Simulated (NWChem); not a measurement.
System: B cation, singlet

The following NWChem deck was run.

```
start job
memory heap 200 mb stack 900 mb global 1100 mb
charge 1
geometry units angstroms noautoz
  B      0.000000     0.000000     0.000000
end
basis spherical
  B library def2-tzvp
end
dft
  xc xctpssh
  iterations 150
  mulliken
end
task dft energy
```

Low-valent species are run as closed-shell singlets; no triplet was tried in these runs.

**Question.** Give the results of this calculation. (TPSSh/def2-TZVP.) Quantities: energy (Ha); highest occupied level (eV); orbital gap (eV).

**Answer.** 
- energy (Ha) = -24.34
- highest occupied level (eV) = -20.20
- orbital gap (eV) = 7.62
